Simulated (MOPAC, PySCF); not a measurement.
CHN, SMILES `C#N`, neutral singlet in the gas phase. 

Cartesian coordinates (Å):
SMILES: C#N
```xyz
3

C     -0.0248     0.0002     0.0000
N      1.1290    -0.0071     0.0000
H     -1.1043     0.0069     0.0000
```
Charge 0, multiplicity 1.

All levels are single points at this geometry (PBE0-D3(BJ)/def2-SVP); Pople sets use spherical d functions. Orbital energies aren't observables, and empty levels follow the basis.

| level | HOMO (eV) | LUMO (eV) | gap (eV) | dipole (D) | vertical IE, Delta-SCF (eV) |
|---|---|---|---|---|---|
| PBE0-D3(BJ)/def2-TZVP in PySCF | -10.38 | 0.25 | 10.63 | 3.05 | 13.58 |
| ωB97X-D3(BJ)/def2-TZVP in PySCF | -12.97 | 2.56 | 15.54 | 3.08 | 13.66 |
| B3LYP/6-311+G** in PySCF | -10.17 | -0.28 | 9.89 | 3.07 | – |
| B3LYP/6-31G* in PySCF | -9.78 | 0.60 | 10.38 | 2.91 | 13.55 |
| M06-2X/6-31G* in PySCF | -11.52 | 2.09 | 13.61 | 2.94 | – |
| SVWN5/6-31G* in PySCF | -8.74 | -0.56 | 8.18 | 2.86 | – |
| HF/6-31G* in PySCF | -13.34 | 5.34 | 18.68 | 3.25 | 11.97 |
| AM1 in MOPAC | -13.74 | 1.77 | 15.51 | 2.38 | – |
| PM7 in MOPAC | -13.76 | 0.95 | 14.71 | 2.85 | – |
